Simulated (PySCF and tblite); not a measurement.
Results of a calculation; reference values are marked as such.
C₅H₁₃N, numbered as in [CH3:1][CH:2]([CH3:3])[N:4]([CH3:5])[CH3:6].

Free energies: CAM-B3LYP-D3(BJ)/def2-TZVP (IEF-PCM, chloroform) on PBE0-D3(BJ)/def2-SVP structures plus GFN2-xTB thermal terms, symmetry and mirror images included. Conformers within 3 kcal/mol (GFN2-xTB free energy) were kept, 8 at most. Programs: PySCF with density fitting and tblite.

Rotational constants are equilibrium values for the commonest isotopes; dipoles come from the energy level named and are polarised by its solvent model.

Torsions listed: C1–C2–N4–C5. Of a mirror pair one member is shown.

```
conformer  shape   symmetry
        1   -60°  C1 (pair)
        2  -177°         Cs
```

Task: Give the rotational constants and dipole components.

Result: 
```tsv
conformer	A (MHz)	B (MHz)	C (MHz)	abs μa (D)	abs μb (D)	abs μc (D)	κ	Ic−Ia−Ib (u Å²)
1	4485	2706	2377	0.16	0.51	0.40	-0.69	-86.9
2	4497	3145	2011	0.05	0.00	0.67	-0.09	-21.9
```
